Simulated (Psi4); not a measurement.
**[SiPH6]+ (SMILES [SiH3][PH3+]) at 4 levels**

We compute a comparison of 4 runs (HF/3-21G, HF/def2-SVP, TPSS/3-21G, MP2/def2-SVP) of [SiPH6]+. 

Program for the calculation: Psi4 1.11.

10 further runs of the same task are left out: 1 that didn't finish, 9 set aside as unsound or not needed.

### 1 The system as given

The species is [SiPH6]+ (8 atoms), meant as a singlet with charge +1. SMILES: `[SiH3][PH3+]`. The shape is that of a GFN2-xTB optimisation.

Bond lengths: Si1–P2 2.357 Å, Si1–H3 1.460 Å, Si1–H4 1.460 Å, Si1–H5 1.460 Å, P2–H6 1.378 Å, P2–H7 1.378 Å, P2–H8 1.378 Å. Some angles: Si1–P2–H6 118.1°, Si1–P2–H7 117.8°, Si1–P2–H8 118.3°, P2–Si1–H3 100.3°, P2–Si1–H4 100.4°, P2–Si1–H5 100.2°, H6–P2–H7 99.7°, H6–P2–H8 99.7°, H7–P2–H8 99.7°, H3–Si1–H4 116.9°.

### 2 Energy and gradient at HF/3-21G (run 1)

job.in reads:

```
memory 1600 mb

molecule m {
  1 1
  Si    -0.470960     0.566370    -1.099950
  P      0.365010    -0.443380     0.859200
  H     -0.094330    -0.437370    -2.091670
  H     -1.888550     0.663780    -0.763060
  H      0.295360     1.809660    -1.096990
  H      0.210770     0.229090     2.051630
  H      1.715080    -0.712290     0.918170
  H     -0.132380    -1.675860     1.222670
  symmetry c1
}

set globals {
  puream true
  e_convergence 1e-09
  d_convergence 1e-08
  scf_type pk
}

e, wfn = gradient('scf/3-21G', return_wfn=True)
oeprop(wfn, 'QUADRUPOLE', 'MAYER_INDICES', 'LOWDIN_CHARGES', title='SCF')
print_variables()
```

Command:

```bash
$ psi4 job.in job.out -n 1
```

job.out:

```text
[...]
  Running in c1 symmetry.
[...]
  Nuclear repulsion =   97.140784448288514
[...]
  Multiplicity = 1
[...]
  Nalpha       = 17
  Nbeta        = 17
[...]
    Number of basis functions: 38
[...]
   @RHF iter   1:  -629.54504751520028   -1.53959e-01   4.58949e-03 ADIIS/DIIS
[...]
   @RHF iter   9:  -629.57823795251272   -1.36424e-12   9.03421e-10 DIIS
[...]
    Orbital Energies [Eh]
    ---------------------
    Doubly Occupied:
       1A    -79.634552     2A    -68.524414     3A     -7.717292
       4A     -6.340694     5A     -5.602257     6A     -5.602005
       7A     -5.602002     8A     -4.435561     9A     -4.435205
      10A     -4.435203    11A     -1.144540    12A     -0.949365
      13A     -0.782589    14A     -0.782545    15A     -0.703090
      16A     -0.702947    17A     -0.685687
[...]
  @RHF Final Energy:  -629.57823795251272
   => Energetics <=
    Nuclear Repulsion Energy =             97.1407844482885139
    One-Electron Energy =               -1057.2781491560137965
    Two-Electron Energy =                 330.5591267552125032
    Total Energy =                       -629.5782379525128363
[...]
  -Total Gradient:
     Atom            X                  Y                   Z
    ------   -----------------  -----------------  -----------------
       1        0.001797254366    -0.002223465871     0.004338457699
       2       -0.007168394285     0.008546242706    -0.016486918669
       3        0.000092782175     0.000963258447     0.003516931243
       4        0.003319877016    -0.001028471146     0.001063760588
       5       -0.000637640981    -0.003157927305     0.001714205048
       6        0.005690975372    -0.012927324735    -0.006282838244
       7       -0.013114044991    -0.001082719383     0.007874370606
       8        0.010019191324     0.010910407288     0.004262031727
[...]
```

It took 2 s on 1 thread of Intel Xeon 6975P-C (Granite Rapids), shared host; peak memory 0.18 GiB.

### 3 Energy and gradient at HF/def2-SVP (run 2)

job.json reads:

```json
{
  "schema_name": "qcschema_input",
  "schema_version": 1,
  "molecule": {
    "schema_name": "qcschema_molecule",
    "schema_version": 2,
    "symbols": ["Si", "P", "H", "H", "H", "H", "H", "H"],
    "geometry": [-0.88998542, 1.07028419, -2.07860425, 0.68976893, -0.83786677, 1.62365269, -0.17825787, -0.82650952, -3.95268344, -3.56884227, 1.25436241, -1.44197442, 0.55814951, 3.41976178, -2.07301066, 0.39829758, 0.43291736, 3.87701881, 3.24103148, -1.34603302, 1.73508984, -0.25016194, -3.16691642, 2.31051144],
    "molecular_charge": 1,
    "molecular_multiplicity": 1,
    "fix_symmetry": "c1"
  },
  "driver": "gradient",
  "model": {
    "method": "scf",
    "basis": "def2-SVP"
  },
  "keywords": {
    "reference": "rhf",
    "puream": true,
    "e_convergence": 1e-09,
    "d_convergence": 1e-08,
    "scf_type": "pk"
  }
}
```

Command:

```bash
$ psi4 --qcschema job.json -n 1 --memory 1600MB
```

stdout:

```text
[...]
  Running in c1 symmetry.
[...]
  Nuclear repulsion =   97.140784453022434
[...]
  Multiplicity = 1
[...]
  Nalpha       = 17
  Nbeta        = 17
[...]
    Number of basis functions: 66
[...]
   @RHF iter   1:  -632.64751180136170   -1.20882e-01   3.19319e-03 DIIS/ADIIS
[...]
   @RHF iter   9:  -632.70503224128481   -5.11591e-12   5.30688e-09 DIIS
[...]
    Orbital Energies [Eh]
    ---------------------
    Doubly Occupied:
       1A    -80.179902     2A    -68.983385     3A     -7.753701
       4A     -6.357467     5A     -5.653611     6A     -5.653608
       7A     -5.652861     8A     -4.468396     9A     -4.466059
      10A     -4.466055    11A     -1.127325    12A     -0.933404
      13A     -0.784228    14A     -0.784183    15A     -0.701682
      16A     -0.701568    17A     -0.687123
[...]
  @RHF Final Energy:  -632.70503224128481
   => Energetics <=
    Nuclear Repulsion Energy =             97.1407844530224338
    One-Electron Energy =               -1060.9825169731316237
    Two-Electron Energy =                 331.1367002788243781
    Total Energy =                       -632.7050322412848118
[...]
  -Total Gradient:
     Atom            X                  Y                   Z
    ------   -----------------  -----------------  -----------------
       1       -0.002538494618     0.003054705997    -0.005883319532
       2       -0.004378204962     0.005058629536    -0.009761548990
       3        0.000521390921     0.000068726116     0.003218629659
       4        0.002507015697    -0.001170001536     0.001702533667
       5        0.000052673593    -0.002493599924     0.002093089606
       6        0.005866244193    -0.012808526901    -0.004954021496
       7       -0.012006076050    -0.001550351012     0.008505187251
       8        0.009975451225     0.009840417718     0.005079449830
[...]
```

The result, in JSON:

```text
{
 "driver": "gradient",
 "model": {
  "method": "scf",
  "basis": "def2-SVP"
 },
 "success": true,
 "return_result": [-0.0025384946179326092, 0.0030547059965856838, -0.00588331953214635, -0.004378204961694415, 0.005058629536495857, -0.009761548990084579, 0.0005213909211834872, 6.872611583028099e-05, 0.0032186296590697994, 0.002507015697165521, -0.0011700015362560746, 0.0017025336672669422, 5.26735931430794e-05, -0.002493599923696993, 0.0020930896059595115, 0.005866244192577023, -0.012808526900501993, -0.004954021496041877, -0.0120060760495177, -0.0015503510116334496, 0.008505187250730992, 0.009975451224659745, 0.009840417718483319, 0.0050794498298809],
 "properties": {
  "calcinfo_nbasis": 66,
  "calcinfo_nmo": 66,
  "calcinfo_nalpha": 17,
  "calcinfo_nbeta": 17,
  "calcinfo_natom": 8,
  "nuclear_repulsion_energy": 97.14078445302243,
  "return_energy": -632.7050322412848,
  "return_gradient": [-0.0025384946179326092, 0.0030547059965856838, -0.00588331953214635, -0.004378204961694415, 0.005058629536495857, -0.009761548990084579, 0.0005213909211834872, 6.872611583028099e-05, 0.0032186296590697994, 0.002507015697165521, -0.0011700015362560746, 0.0017025336672669422, 5.26735931430794e-05, -0.002493599923696993, 0.0020930896059595115, 0.005866244192577023, -0.012808526900501993, -0.004954021496041877, -0.0120060760495177, -0.0015503510116334496, 0.008505187250730992, 0.009975451224659745, 0.009840417718483319, 0.0050794498298809],
  "scf_one_electron_energy": -1060.9825169731316,
  "scf_two_electron_energy": 331.1367002788244,
  "scf_dipole_moment": [0.1648567204919957, -0.20106867665003048, 0.3894020301189136],
  "scf_total_energy": -632.7050322412848,
  "scf_total_gradient": [-0.0025384946179326092, 0.0030547059965856838, -0.00588331953214635, -0.004378204961694415, 0.005058629536495857, -0.009761548990084579, 0.0005213909211834872, 6.872611583028099e-05, 0.0032186296590697994, 0.002507015697165521, -0.0011700015362560746, 0.0017025336672669422, 5.26735931430794e-05, -0.002493599923696993, 0.0020930896059595115, 0.005866244192577023, -0.012808526900501993, -0.004954021496041877, -0.0120060760495177, -0.0015503510116334496, 0.008505187250730992, 0.009975451224659745, 0.009840417718483319, 0.0050794498298809],
  "scf_iterations": 9
 }
}
```

It took 2.2 s on 1 thread of Intel Xeon 6975P-C (Granite Rapids), shared host; peak memory 0.22 GiB.

Run 3 isn't shown in full; the table further down has it.

### 4 A single-point energy at MP2/def2-SVP (run 4)

job.in reads:

```
memory 1600 MB

molecule molecule1 {
  1 1
  Si    -0.470960     0.566370    -1.099950
  P      0.365010    -0.443380     0.859200
  H     -0.094330    -0.437370    -2.091670
  H     -1.888550     0.663780    -0.763060
  H      0.295360     1.809660    -1.096990
  H      0.210770     0.229090     2.051630
  H      1.715080    -0.712290     0.918170
  H     -0.132380    -1.675860     1.222670
  units angstrom
  symmetry c1
}

set basis def2-SVP
set puream true
set e_convergence 1e-09
set d_convergence 1e-08
set scf_type pk
set num_frozen_docc 10
set mp2_type conv

e, wfn = energy("mp2", return_wfn=True)
print_variables()
```

Command:

```bash
$ psi4 job.in job.out -n 1
```

job.out:

```text
[...]
  Running in c1 symmetry.
[...]
  Nuclear repulsion =   97.140784448288514
[...]
  Multiplicity = 1
[...]
  Nalpha       = 17
  Nbeta        = 17
[...]
    Number of basis functions: 66
[...]
   @RHF iter   1:  -632.64751180155440   -1.20882e-01   3.19319e-03 DIIS/ADIIS
[...]
   @RHF iter   9:  -632.70503224145182   -4.54747e-12   5.30688e-09 DIIS
[...]
  @RHF Final Energy:  -632.70503224145182
   => Energetics <=
    Nuclear Repulsion Energy =             97.1407844482885139
    One-Electron Energy =               -1060.9825169634252688
    Two-Electron Energy =                 331.1367002736849372
    Total Energy =                       -632.7050322414518178
[...]
 Multipole Moments:
 ------------------------------------------------------------------------------------
     Multipole            Electronic (a.u.)      Nuclear  (a.u.)        Total (a.u.)
 ------------------------------------------------------------------------------------
 L = 1.  Multiply by 2.5417464519 to convert [e a0] to [Debye]
 Dipole X            :          0.2833951           -0.1185384            0.1648567
 Dipole Y            :         -0.3614794            0.1604107           -0.2010687
 Dipole Z            :          0.6933053           -0.3039032            0.3894020
 Magnitude           :                                                    0.4682310
[...]
	SCS-MP2 Total Energy (a.u.)        :  -632.94707721949533
	SOS-MP2 Total Energy (a.u.)        :  -632.93597756474799
	SCSN-MP2 Total Energy (a.u.)       :  -632.76363841851730
[...]
	SOS-PI-MP2 Total Energy (a.u.)     :  -632.97446845196407
[...]
	MP2 Total Energy (a.u.)            :  -632.93078564177370
[...]
```

Run time: 2.1 s. Hardware: 1 thread of Intel Xeon 6975P-C (Granite Rapids), shared host; peak memory 0.26 GiB.

### 5 All runs side by side

| run | level | task | integration grid | energy (Eh) | HOMO energy (eV) | LUMO energy (eV) | HOMO–LUMO gap (eV) | wall time |
| --- | --- | --- | --- | --- | --- | --- | --- | --- |
| 1 | HF/3-21G | gradient | – | -629.578238 | -18.66 | -2.54 | 16.12 | 2 s |
| 2 | HF/def2-SVP | gradient | – | -632.705032 | -18.70 | -2.18 | 16.52 | 2.2 s |
| 3 | TPSS/3-21G | energy | 99 radial × 590 angular | -630.902955 | -14.81 | -6.54 | 8.27 | 13 s |
| 4 | MP2/def2-SVP | energy | – | -632.930786 | -18.70 | -2.18 | 16.52 | 2.1 s |

### 6 What came out

```
                                           quantity          value
                                run 4: total energy  -632.93079 Eh
         run 4: HOMO energy (Hartree–Fock orbitals)      -18.70 eV
         run 4: LUMO energy (Hartree–Fock orbitals)       -2.18 eV
       run 4: HOMO–LUMO gap (Hartree–Fock orbitals)       16.52 eV
run 4: correlation energy (10 core orbitals frozen)     -225.8 mEh
```

**Reading.** Over runs 1, 2, 3 the HOMO–LUMO gap runs from 8.27 eV (TPSS/3-21G) to 16.52 eV (HF/def2-SVP). The two ends differ in method and basis. All runs together took 20 s, the longest 13 s.
